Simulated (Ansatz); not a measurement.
**C2H (doublet): wave-function methods side by side at angle C2–C1–H3 = 156.1°, 6-31G**

Aim: climb from Hartree-Fock through coupled cluster and multireference methods for C2H (doublet) at one geometry and basis, and see what each rung misses.

Method: 6-31G, core rule «outside noble gas», up to 2 orbitals frozen; program: Ansatz 0.2.0, Gaussian basis.

The runs, in order: UHF; CCSD(T) on ROHF; CCSD(T) on UHF; BCCD(T) on ROHF; CISD; CCSDT(Q) on ROHF; CCSDT(Q) on UHF; CCSDTQ on ROHF; CASSCF and MRCISD+Q, 3 electrons in 3 orbitals; CASSCF and NEVPT2, 3 electrons in 3 orbitals; CASSCF and MRCISD+Q, 9 electrons in 9 orbitals; CASSCF and NEVPT4(SD), 9 electrons in 9 orbitals; CASSCF and NEVPT2, 9 electrons in 9 orbitals; Full CI.

16 further runs of the same task are left out: 12 that didn't finish, 4 set aside as unsound or not needed.

**1. What is computed**

The geometry derives from a PBE0/def2-TZVP stationary point (not a proven minimum). One angle is set to the value named; bond lengths are kept.

3 atoms, charge 0, spin multiplicity 2.

Atoms are counted from 1 here; the program's logs count them from 0.

Bond lengths: C1–C2 1.200 Å, C1–H3 1.066 Å. Angles: C2–C1–H3 156.1°.

Geometry (Å):

```xyz
3

C    -0.1281    0.0000    0.5215
C     0.1204    0.0000   -0.6527
H     0.0926    0.0000    1.5644
```

**2. UHF**

Contents of in.yaml:

```yaml
crystal:
  periodic: [false, false, false]
  atoms:
    - {symbol: C, position_ang: [-0.128142, 0.000000, 0.521461]}
    - {symbol: C, position_ang: [0.120372, 0.000000, -0.652744]}
    - {symbol: H, position_ang: [0.092585, 0.000000, 1.564376]}
basis:
  gaussian: {orbitals: 6-31G}
magnetization: {spin_polarized: true, initial_magnetization: 1}
hamiltonian: {xc: hf}
output: {orbitals: {seedname: orbitals}}
```

Run with:

```console
> ansatz run in.yaml --threads 1 --pin off --events-out ev --progress --plain --max-ram 2393MiB
```

Further steps of the session: CCSD(T) on ROHF; CCSD(T) on UHF; BCCD(T) on ROHF; CISD; CCSDT(Q) on ROHF; CCSDT(Q) on UHF; CCSDTQ on ROHF; CASSCF and MRCISD+Q, 3 electrons in 3 orbitals; CASSCF and NEVPT2, 3 electrons in 3 orbitals; CASSCF and MRCISD+Q, 9 electrons in 9 orbitals; CASSCF and NEVPT4(SD), 9 electrons in 9 orbitals; CASSCF and NEVPT2, 9 electrons in 9 orbitals; Full CI.

Before running them: what should the planned runs give, taken together? Wanted: FCI below the RHF energy; RMP2 from FCI; UMP2 from FCI; RCCSD from FCI; RCCSD(T) from FCI; UCCSD(T) from FCI; RCCSDT(Q) from FCI; UCCSDT(Q) from FCI; NEVPT2 pair from FCI.

As calculated:

```
                         quantity                                                                                      value
         FCI below the RHF energy                                                                                 -5.3288 eV
                    RMP2 from FCI                                                                                 +712.3 meV
                    UMP2 from FCI                                                                                +1324.9 meV
                   RCCSD from FCI                                                                                 +207.5 meV
                RCCSD(T) from FCI                                                                                  +41.1 meV
                UCCSD(T) from FCI                                                                                  +65.4 meV
               RCCSDT(Q) from FCI                                                                                   +0.7 meV
               UCCSDT(Q) from FCI                                                                                   +7.9 meV
             NEVPT2 pair from FCI                                                                                 +634.2 meV
           MRCISD+Q pair from FCI                                                                                  +53.8 meV
          NEVPT2 valence from FCI                                                                                 +339.8 meV
levels within 1 kcal/mol (43 meV)  RCCSD(T), RCCSDT, UCCSDT, RCCSDT(Q), UCCSDT(Q), RCCSDTQ, MRCISD valence, MRCISD+Q valence
                    T1 diagnostic                                                                                      0.030
   effectively unpaired electrons                                                                                       1.15
```

**Reading.** RCCSD(T) lands +41.1 meV from the yardstick (0.8 % of the correlation energy). CCSD(T) misses by +41.1 meV on the restricted determinant and by +65.4 meV on the unrestricted one; the two need not hold the same state or core. One determinant dominates. Of the multireference levels listed MRCISD+Q valence comes nearest in total energy (+12.3 meV), which doesn't show that its space is the better one. These misses are within one basis, not against nature; the frozen cores of restricted and unrestricted runs differ, which can shift their rows.
